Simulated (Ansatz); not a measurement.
Results of PBE (PAW; Ansatz, a program for electronic structure) for 2H WSe₂.

Run with plane-wave cutoff 520 eV, 12×12×4 k mesh (along the axes of the cell as run), perturbation theory, no spin polarisation, scalar-relativistic PAW data made under PBE.

Computed at the level's own relaxed cell.

```xyz
6
Lattice="3.3207 0.0000 0.0000 -1.6603 2.8758 0.0000 0.0000 0.0000 15.2507" Properties=species:S:1:pos:R:3 pbc="T T T"
W      1.6603     0.9586    11.4380
W      0.0000     1.9172     3.8127
Se     1.6603     0.9586     5.4909
Se     0.0000     1.9172    13.1162
Se     0.0000     1.9172     9.7598
Se     1.6603     0.9586     2.1345
```

Harmonic phonon frequencies (cm⁻¹; i marks an imaginary mode; at Γ without the LO shift):

```csv
q point,frequencies
Γ,0 0 0 4 4 6 168 168 168 168 239 239 239 239 241 241 298 299
M,94 94 117 117 125 125 185 185 205 205 220 220 232 232 249 249 256 256
K,96 96 120 120 136 136 198 198 205 205 207 207 242 242 244 244 248 248
A,0 0 0 0 5 5 168 168 168 168 239 239 239 239 241 241 299 299
```

No imaginary mode appears at these points.

Note: the cell comes from a level without a dispersion term, which matters for the spacing of layers, chains or molecules; the cell has widely spaced layers and the level no dispersion term, so their spacing and the moduli can rest on weak binding.
